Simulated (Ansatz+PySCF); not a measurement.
The numbers below are computed, except where a source is named.
Several solutions for singlet C₆H₄

```xyz
10

C     0.0333    0.5896   -1.2277
C     0.0380   -0.6005   -1.2147
C     0.0022    1.5017   -0.1030
C     0.0137   -1.4273   -0.1666
C    -0.0255    0.7116    1.0126
C     0.0487   -0.6997    1.0437
H     0.0099    2.6001   -0.1481
H     0.0429   -2.5574   -0.1558
H    -0.0295    1.2354    2.0535
H     0.0173   -1.1829    2.0172
```

Basis set: def2-SVP (spherical functions). Charge 0, multiplicity 1.

CASSCF(8,8) was run from several starts with Ansatz (development build ahead of 0.2.0) and PySCF 2.14.0. The starts are those of the Hartree–Fock orbitals from which the active space was taken at the frontier.

| run | program | start | converged | energy (hartree) | <S²> |
| --- | --- | --- | --- | --- | --- |
| A | Ansatz | atomic start, no search | yes | -229.31635 | 0.00 |
| B | PySCF | program defaults | yes | -229.32566 | 0.00 |
| C | Ansatz | stability test followed | yes | -229.31635 | 0.00 |
| D | Ansatz | search for the lowest state | yes | -229.33012 | 0.00 |

Q: Which runs reached the lowest solution of this kind, and what is wrong with the others?

A: D reached the lowest solution found. Converged but too high: A by 0.37 eV, B by 0.12 eV, C by 0.37 eV. Convergence only shows a stationary point; in CASSCF the end hangs on which orbitals enter the active space. Caution: other starts end on other solutions of this active space.
